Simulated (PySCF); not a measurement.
# AlH₃ at several levels of theory

All levels use the PBE0 minimum (singlet; Al–H 1.586 Å (×3); H–Al–H 120.0° (×3)), basis [Al def2-TZVP, H def2-TZVP], no relativity, density fitting, no spin–orbit coupling, PySCF. For vertical energies the ionised species is a doublet (spins chosen at PBE0 and kept) and the electron-attached one a doublet. Atomisation goes to high-spin ground-configuration atoms, without zero-point energy. Open shells are unrestricted, also as the reference of the correlated levels. A dash marks a value that was not computed or is not defined at that level.

```
  level  atomisation (kJ/mol)  vertical IP (eV)  vertical EA (eV)  −ε(HOMO) (eV)  gap (eV)
   PBE0                     ?                 ?                 ?              ?         ?
CCSD(T)                     ?                 ?                 ?              –         –
     HF                   702             10.69             -0.57          11.75     12.63
    PBE                   851             10.99              0.16           7.30      4.77
 r2SCAN                   884             11.01              0.24           7.62      5.49
  B3LYP                   889             11.20              0.04           8.40      6.42
  TPSSh                   922             11.11              0.06           8.04      6.03
    MP2                   833             11.32             -0.21              –         –
   BP86                   891             11.14              0.25           7.42      4.85
  wB97X                   894             11.44             -0.14          11.06     11.22
```

Problem. Fill in the row of PBE0.

Solution. atomisation (kJ/mol) 858, vertical IP (eV) 11.14, vertical EA (eV) 0.12, −ε(HOMO) (eV) 8.58, gap (eV) 6.83.

Problem. Fill in the row of CCSD(T).

Solution. atomisation (kJ/mol) 858, vertical IP (eV) 11.34, vertical EA (eV) -0.10.

For AlH₃ itself CCSD(T) correlates 6 electrons; T1 = 0.009, D1 = 0.016, (T) = -4 kJ/mol.

Without diffuse functions attachment energies tend to come out too low.
